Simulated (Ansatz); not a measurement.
A nudged elastic band was laid between two geometries of AlBClH$_{2}$ (5 atoms, charge 0, multiplicity 2).

The calculation used UKS LDA/def2-SVP (Ansatz 0.2.0).

```
movable images  : 7
climbing image  : yes
spring          : 5.0 eV/Å²
optimiser       : quadratic models (default)
start path      : through a guess of the saddle point
force threshold : 0.05 eV/Å
iteration limit : 60
end points      : relaxed
```

First end point:

```xyz
5
Properties=species:S:1:pos:R:3
Al -0.610 0.415 -0.425
B 0.836 -0.565 0.584
Cl 2.043 -1.388 1.425
H -1.439 -0.423 -1.507
H -0.830 1.961 -0.077
```

Last end point:

```xyz
5
Properties=species:S:1:pos:R:3
Al -1.074 -0.368 -0.573
B 0.503 0.346 0.514
Cl 1.656 -0.761 1.244
H -1.642 -0.736 -2.032
H 0.556 1.520 0.847
```

(1) Which bonds break or form, and what moves?

(2) Give the energies along the band, and the barrier.

(3) What is the geometry of the highest image?

(4) What are the harmonic wavenumbers there?

Results:

(1) Bonds broken: Al1–H5. Bonds formed: B2–H5.

(2) The forces met the threshold. The highest image is number 3 of 0 to 8, 8.2 kcal/mol above the first end and 19.6 kcal/mol above the last; the last end lies 11.4 kcal/mol below the first. A vibrational analysis at the climbing image gives one clearly imaginary mode, 517i cm⁻¹: a first-order saddle point.

```csv
image,path coordinate (Å),energy (kcal/mol),Al1–H5 (Å),B2–H5 (Å)
0,0.00,0.0,1.60,3.10
1,0.55,1.3,1.60,2.85
2,1.10,4.7,1.61,2.50
3,1.64,8.2,1.67,1.97
4,2.08,0.4,1.85,1.48
5,2.51,-9.0,2.27,1.25
6,2.95,-10.2,2.51,1.24
7,3.38,-11.0,2.72,1.23
8,3.82,-11.4,2.87,1.22
```

(3) 
```xyz
5
Properties=species:S:1:pos:R:3
Al -0.684 0.017 -0.701
B 0.713 -0.581 0.481
Cl 1.971 -0.646 1.619
H -1.875 0.013 -1.736
H -0.125 1.197 0.337
```

(4) 517i, 72, 255, 275, 457, 565, 1152, 1662, 1957 cm⁻¹.

Time of the run: 86 s on 1 thread of Arm Neoverse V1, with other jobs on the host, peak memory 0.12 GiB.
